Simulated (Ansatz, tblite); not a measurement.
# The cluster AlSi₂+: a ladder of methods and basis sets

An exercise on one series of results from a longer session: the logs are not shown, and one member is left open.

Program: Ansatz 0.2.0, Gaussian basis. Level of theory: as each input shows. These are calculated values, not measurements.

The runs, in order: GFN1-xTB, GFN2-xTB, PBE-D4/def2-TZVP, r2SCAN-D4/def2-TZVP, BHLYP-D4/def2-TZVP, r2SCAN0-D4/def2-TZVP, ωB97M-V/def2-TZVP, LC-ωPBE/def2-TZVP, r2SCANh-D4/def2-TZVP, PBE-D4/def2-SVP, PBE0-D4/def2-SVP, HF/STO-3G, CCSD(T)/def2-TZVPP, MP2/def2-TZVP, RPA/def2-TZVP.

**The structure**

The singlet was relaxed beforehand with PBE0-D4/def2-TZVP. At that level it is the lowest of the isomers that a small search found.

3 atoms, charge 1, spin multiplicity 1.

Bond lengths: Al1–Si2 2.363 Å, Al1–Si3 2.363 Å, Si2–Si3 2.251 Å. Angles: Si2–Al1–Si3 56.9°, Al1–Si2–Si3 61.5°, Al1–Si3–Si2 61.6°.

The ion is computed in the gas phase, without counter-ions or solvent.

PBE0-D4/def2-TZVP was run before; its log isn't repeated, and its numbers join the tables.

Set-up of the first run:

Tight binding, by tblite at 300 K electronic temperature and without a spin-polarisation term:

```python
tblite.interface.Calculator('GFN1-xTB', numbers, positions, charge=1, uhf=0).singlepoint()
```

Tight binding, by tblite at 300 K electronic temperature and without a spin-polarisation term:

```python
tblite.interface.Calculator('GFN2-xTB', numbers, positions, charge=1, uhf=0).singlepoint()
```

start.molden holds the orbitals of an earlier run on this state, given as this run's starting guess.

in.yaml reads:

```yaml
crystal:
  periodic: [false, false, false]
  atoms:
    - {symbol: Al, position_ang: [-0.635580, 1.223837, -0.130395]}
    - {symbol: Si, position_ang: [0.497862, -0.636920, -1.045769]}
    - {symbol: Si, position_ang: [0.137718, -0.586917, 1.176164]}
basis:
  gaussian: {orbitals: def2-TZVP, initial_orbitals: start.molden}
total_charge: 1
hamiltonian: {xc: pbe, dispersion: d4}
scf: {omitted_lower_state_checks: [starts]}
output: {forces: true, orbitals: {seedname: orbitals}}
```

The run is started by

```bash
$ ansatz run in.yaml --threads 4 --pin off --events-out ev --progress --plain --max-ram 3916MiB
```

Among the steps run: PBE-D4/def2-TZVP; r2SCAN-D4/def2-TZVP; BHLYP-D4/def2-TZVP; r2SCAN0-D4/def2-TZVP; ωB97M-V/def2-TZVP; LC-ωPBE/def2-TZVP; r2SCANh-D4/def2-TZVP; PBE-D4/def2-SVP; PBE0-D4/def2-SVP; HF/STO-3G; CCSD(T)/def2-TZVPP; MP2/def2-TZVP; RPA/def2-TZVP.

One of the session's tables, all rows but one given; the rest of the session is left out.

```
               level  HOMO (eV)  LUMO (eV)  gap (eV)
           HF/STO-3G      -9.01      -2.22      6.79
     PBE-D4/def2-SVP     -10.87     -10.25      0.62
    PBE-D4/def2-TZVP     -10.75     -10.14      0.61
 r2SCAN-D4/def2-TZVP          ?          ?         ?
r2SCANh-D4/def2-TZVP     -11.17      -9.87      1.29
    PBE0-D4/def2-SVP     -11.66      -9.62      2.04
   PBE0-D4/def2-TZVP     -11.54      -9.48      2.06
r2SCAN0-D4/def2-TZVP     -11.62      -9.48      2.14
  BHLYP-D4/def2-TZVP     -12.22      -8.62      3.60
   LC-ωPBE/def2-TZVP     -13.77      -7.60      6.17
   ωB97M-V/def2-TZVP     -13.33      -7.54      5.79
```

Q: Estimate the row for r2SCAN-D4/def2-TZVP from the others.

Worked estimate for «HOMO (eV)». Against the share of exact exchange, r2SCANh-D4/def2-TZVP (0.1, -11.17), r2SCAN0-D4/def2-TZVP (0.25, -11.62) give a slope of -3.00 per unit share; at 0 the line stands at -10.87.

As computed: HOMO (eV): -10.88; LUMO (eV): -10.13; gap (eV): 0.74. In «HOMO (eV)» the line misses by +0.01.
